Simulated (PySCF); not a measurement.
Work out the structure from these simulated measurements.

Formula: CHNS.

| Item | Value |
| --- | --- |
| 13C NMR | chemical shifts (computed TMS as zero) by class: 108.9 (1 C) ppm [GIAO PBE0/pcSseg-1] |
| Dipole | 3.49 D [PBE0/pcSseg-1] |
| Rotational structure | rotational constants A, B, C: 291.166, 5.907, 5.789 GHz [GFN2-xTB] |
| NMR, other nuclei | isotropic shieldings of nuclei other than C and H, by class: -63 (1 N), 632 (1 S) ppm [GIAO PBE0/pcSseg-1] |
| 1H NMR | chemical shifts (computed TMS as zero) by class: 3.44 (1 H) ppm [GIAO PBE0/pcSseg-1] |

The electronic properties come from PySCF, for the isolated species, density fitting. Levels stand in brackets. Geometry: GFN2-xTB; no solvent, vibrations or thermal averaging. NMR classes are plain means over equivalent atoms (diastereotopic ones count apart unless rotation or inversion swaps them), as if these changed places fast.

Task: Propose a structure and show how it fits.

Result: Numbering: `[N:1]#[C:2][SH:3]`. Its formula, CHNS, gives 2 degrees of unsaturation: 0 rings and 2 π bonds in the structure found. The one carbon: cyano carbon [C2] (108.9 ppm). The one hydrogen (3.44 ppm): S–H hydrogen. The other shieldings belong to: -63 ppm, cyano nitrogen [N1]; 632 ppm, sulfur bonded to C and H [S3]. The optimised geometry has point group Cs and is an asymmetric top. Structure: thiocyanic acid (`N#CS`). Computed isomers that give other values at the same levels: `N=C=S` (rotational constant A: 1249.397 GHz; this holds for the one conformer computed); `[C-]#[N+]S` (smallest rotational constant: 6.279 GHz; this holds for the one conformer computed). The assignments are read from this structure; whether some other isomer fits the data as well wasn't checked.
